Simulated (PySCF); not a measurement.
C5H7F.
SMILES: `C(C)C1[C@H](C=1)F`

Torsions of this conformer, `[CH3:1][CH2:2][C:3]1=[CH:4][C@@H:5]1[F:6]`: C1–C2–C3–C4 -2°.

The closed-shell ground state was solved at several levels (PySCF, density fitting, gas phase, non-relativistic). One conformer (not necessarily the lowest) at the PBE0-D3(BJ)/def2-SVP geometry, without solvent, vibrations or thermal averaging.

```json
{"level": "PBE0/aug-cc-pVDZ", "basis functions": "201", "HOMO (eV)": "-7.87", "LUMO (eV)": "-0.10", "gap (eV)": "7.77", "dipole (D)": "2.65"}
{"level": "LC-wPBE/pcSseg-1", "basis functions": "137", "HOMO (eV)": "-10.60", "LUMO (eV)": "2.53", "gap (eV)": "13.13", "dipole (D)": "2.57"}
{"level": "HF/pcSseg-1", "basis functions": "137", "HOMO (eV)": "-10.42", "LUMO (eV)": "4.18", "gap (eV)": "14.60", "dipole (D)": "2.78"}
{"level": "PBE0/IGLO-III", "basis functions": "280", "HOMO (eV)": "-7.88", "LUMO (eV)": "0.03", "gap (eV)": "7.91", "dipole (D)": "2.63"}
{"level": "B3LYP/pcSseg-1", "basis functions": "137", "HOMO (eV)": "-7.66", "LUMO (eV)": "-0.09", "gap (eV)": "7.57", "dipole (D)": "2.54"}
{"level": "PBE0/pcSseg-0", "basis functions": "68", "HOMO (eV)": "-8.08", "LUMO (eV)": "0.05", "gap (eV)": "8.13", "dipole (D)": "2.62"}
{"level": "B97-D/pcSseg-1", "basis functions": "137", "HOMO (eV)": "-6.52", "LUMO (eV)": "-0.81", "gap (eV)": "5.71", "dipole (D)": "2.47"}
{"level": "mPW1PW91/pcSseg-1", "basis functions": "137", "HOMO (eV)": "-7.92", "LUMO (eV)": "0.13", "gap (eV)": "8.05", "dipole (D)": "2.57"}
```

**Question.** Estimate the row for wB97X-D/pcSseg-1, a basis of 137 functions; the other rows only guide the guess.

**Answer.** HOMO -9.74 eV, LUMO 1.99 eV, gap 11.73 eV, dipole 2.59 D.

**Question.** Over all these levels, which gives the widest orbital gap and which the narrowest?

**Answer.** HF/pcSseg-1 (Hartree–Fock, all exact exchange) has the widest, 14.60 eV, and B97-D/pcSseg-1 (GGA) the narrowest, 5.71 eV. The two share the basis. From the narrowest to the widest the HOMO moves by -3.90 eV and the LUMO by +4.99 eV.

**Question.** How much does the basis alone move the frontier levels among the 3 PBE0 rows?

**Answer.** The HOMO by 0.21 eV and the LUMO by 0.15 eV. By rising basis size (HOMO, LUMO in eV): pcSseg-0 -8.08, 0.05; aug-cc-pVDZ -7.87, -0.10; IGLO-III -7.88, 0.03.

**Question.** In the pcSseg-1 basis, how does the gap go with the fixed share of exact exchange?

**Answer.** B97-D (0 %) 5.71 eV; B3LYP (20 %) 7.57 eV; mPW1PW91 (25 %) 8.05 eV; HF (100 %) 14.60 eV. Each rise in the share widens the gap here.

**Question.** How far do the dipole and the HOMO energy spread over the levels?

**Answer.** The dipole runs from 2.47 to 2.78 D (mean 2.60 D) and the HOMO from -10.60 to -6.52 eV.
